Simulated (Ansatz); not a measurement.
Write a Python script for the Ansatz DFT code, driven from Python that makes the energy of protonation at one site of CH5BO, SMILES BCO. Use (for the species named): Hartree-Fock, def2-SVP basis, multiplicity 1.

```yaml
atoms:
  - { symbol: B, position_ang: [-0.5773, 0.4698, -0.7158] }
  - { symbol: C, position_ang: [0.4581, 0.0861, 0.3510] }
  - { symbol: O, position_ang: [0.6432, -1.2931, 0.2871] }
  - { symbol: H, position_ang: [-0.3662, 0.3047, -1.8769] }
  - { symbol: H, position_ang: [-1.6183, 1.0468, -0.4049] }
  - { symbol: H, position_ang: [0.1305, 0.4178, 1.3663] }
  - { symbol: H, position_ang: [1.4404, 0.6118, 0.1233] }
  - { symbol: H, position_ang: [-0.0183, -1.7011, 0.8142] }
```

The script, `ch5bo.py`:
```python
"""Proton affinity of CH5BO at one site."""

import logging
import sys

import ansatz as az
import numpy as np

logging.basicConfig(stream=sys.stdout, format="[%(levelname)s] %(message)s")
logger = logging.getLogger("ch5bo")
logger.setLevel(logging.INFO)

BASIS_SET = "def2-SVP"
XC = "hf"
CHARGE = 1
FMAX = 0.01

GEOMETRY = """
B    -0.57730    0.46980   -0.71580
C     0.45810    0.08610    0.35100
O     0.64320   -1.29310    0.28710
H    -0.36620    0.30470   -1.87690
H    -1.61830    1.04680   -0.40490
H     0.13050    0.41780    1.36630
H     1.44040    0.61180    0.12330
H    -0.01830   -1.70110    0.81420
"""


def main() -> None:
    ch5bo = az.Crystal.molecule()
    for line in GEOMETRY.strip().splitlines():
        symbol, *xyz = line.split()
        ch5bo = ch5bo.atom(symbol, [float(v) for v in xyz])

    calc = ch5bo.calculation()
    calc = calc.basis(gaussian=BASIS_SET)
    calc = calc.functional(XC)
    symbols = [site.symbol for site in ch5bo.cartesian_sites]
    start = np.array([site.position_ang for site in ch5bo.cartesian_sites], dtype=float)
    summary = calc.relax(force_tolerance=0.01, max_steps=100).run().report
    end = np.array(summary["positions_ang"])

    # start the new hydrogen opposite the existing bonds
    away = sum((end[2] - end[j]) / np.linalg.norm(end[2] - end[j]) for j in [1, 7]) + np.array([0.15, 0.1, -0.2])
    proton = end[2] + 1.0 * away / np.linalg.norm(away)
    acid = az.Crystal.molecule()
    for symbol, place in zip(symbols, end):
        acid = acid.atom(symbol, place.tolist())
    acid = acid.atom("H", proton.tolist())
    protonated = (
        acid.calculation()
        .basis(gaussian=BASIS_SET)
        .functional(XC)
        .charge(CHARGE)
        .relax(force_tolerance=FMAX, max_steps=80)
    )
    after = protonated.run().report
    xyz = np.array(after["positions_ang"])
    reach = np.linalg.norm(xyz[:-1] - xyz[-1], axis=1)
    logger.info(f"base {summary['free_energy_ev']:.5f} eV, protonated {after['free_energy_ev']:.5f} eV")
    logger.info(f"the proton ends {reach.min():.3f} A from {symbols[reach.argmin()]}{reach.argmin()}")
    logger.info(f"electronic proton affinity {96.485332 * (summary['free_energy_ev'] - after['free_energy_ev']):.1f} kJ/mol")


if __name__ == "__main__":
    main()
```

```console
$ python ch5bo.py
[INFO] base -3814.51869 eV, protonated -3823.14485 eV
[INFO] the proton ends 0.959 A from O2
[INFO] electronic proton affinity 832.3 kJ/mol
```

Reading the output:
- Total energies depend on the basis set; only differences at equal settings carry meaning.
- The proton is put on one chosen atom, which needn't be the most basic site, so the molecule's proton affinity can be higher; the ends are stationary points, not checked by frequencies, and zero-point and thermal terms count only where printed.
- Hartree-Fock leaves correlation out, so bond, atomisation and ionisation energies come out well too low.
- Finished in 30 s on 1 thread of Arm Neoverse V1, on a shared host, peak memory 0.21 GiB.
